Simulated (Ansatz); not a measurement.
Relaxation of BFH2 (4 atoms, charge 0, multiplicity 1), to a largest force component of 0.03 eV/Å in at most 50 steps.

Theory: RKS PBE/def2-SVPD (Ansatz 0.2.0).

```xyz
4
Properties=species:S:1:pos:R:3:forces:R:3
B -0.236 0.000 -0.818 0.24 0.00 0.05
F 1.141 0.000 1.296 -0.32 0.00 0.44
H 1.711 0.000 0.555 0.10 0.00 -0.56
H -1.380 0.000 -0.319 -0.03 0.00 0.06
```

Question: Where does it end, and by what steps?

Answer: It converged. After 14 steps the energy has fallen by 5.103 eV; H3 moved furthest, 1.23 Å. Parted: F2–H3. Joined: B1–F2, B1–H3.

```tsv
step	energy less start (eV)	largest force component (eV/Å)	accepted
0	0.0000	0.555	yes
1	-0.0802	0.413	yes
2	-0.1711	0.677	yes
3	-0.1562	1.690	no
4	-0.2225	0.280	yes
5	-0.2468	0.786	yes
6	-0.2936	1.067	yes
7	-0.4274	1.573	yes
8	-1.4491	3.190	yes
9	-3.0328	4.929	yes
10	-4.6355	2.035	yes
11	-4.9561	3.509	yes
12	-5.0920	0.516	yes
13	-5.1025	0.090	yes
14	-5.1026	0.008	yes
```

```xyz
4
Properties=species:S:1:pos:R:3
B 0.300 0.000 0.124
F 0.514 0.000 1.442
H 1.274 0.000 -0.599
H -0.853 0.000 -0.254
```

Run time: 15 s on 1 thread of Intel(R) Xeon(R) Platinum 8259CL CPU @ 2.50GHz (Skylake/Cascade Lake) (shared host), peak memory 0.12 GiB.
